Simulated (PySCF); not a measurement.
Computed data sheet: `C` (CH4)

Compound: CH₄.
Cartesian coordinates in Å at the PBE0-D3(BJ)/def2-SVP level; atoms count from 1:
```
atom  x, y, z in Å
C1     0.0000    0.0000    0.0000
H2    -0.7161   -0.2856   -0.7819
H3     0.1178    1.0917    0.0073
H4    -0.3723   -0.3345    0.9774
H5     0.9707   -0.4714   -0.2028
```

**PBE0-D3(BJ)/def2-SVP geometry optimisation, gas phase (PySCF)**

```yaml
Point_group: Td
Rotational_constants_A_B_C: 155.959, 155.956, 155.950 GHz
```

From PBE0/pcSseg-1 ground state and GIAO shieldings, non-relativistic (PySCF):

```yaml
Dipole_moment: 0.00 D
HOMO_energy: -10.95 eV
LUMO_energy: 1.92 eV
HOMO–LUMO_gap: 12.87 eV
Lowest_Hirshfeld_atomic_charge: -0.17 e on C1
Highest_Hirshfeld_atomic_charge: +0.04 e on H2/H3/H4/H5
13C_chemical_shifts_computed_TMS_as_zero_by_class: -4.4 (C1) ppm
1H_chemical_shifts_computed_TMS_as_zero_by_class: 0.32 (H2/H3/H4/H5) ppm
```

B3LYP/pcJ-1 indirect spin-spin coupling, non-relativistic, gas phase (PySCF):

```yaml
Largest_of_the_computed_one-bond_spin–spin_couplings_means_over_like_bonds: 13C–1H +134.4 (C1–H2 and 3 like it) Hz
```

Monoisotopic mass from the formula: 16.0313 u.

The rotational constants are those of a spherical top; the small spread among constants that symmetry makes equal is optimisation noise. Point group Td forbids a permanent dipole, so the rigid molecule has no electric-dipole pure rotational spectrum. With B = h/(8π²I), that is 505.379 GHz u Å² over I, the principal moments of inertia are 3.24, 3.24 and 3.24 u Å² (most abundant isotopes); the inertial defect Ic − Ia − Ib is -3.2 u Å² (zero for a rigid planar frame, negative otherwise).

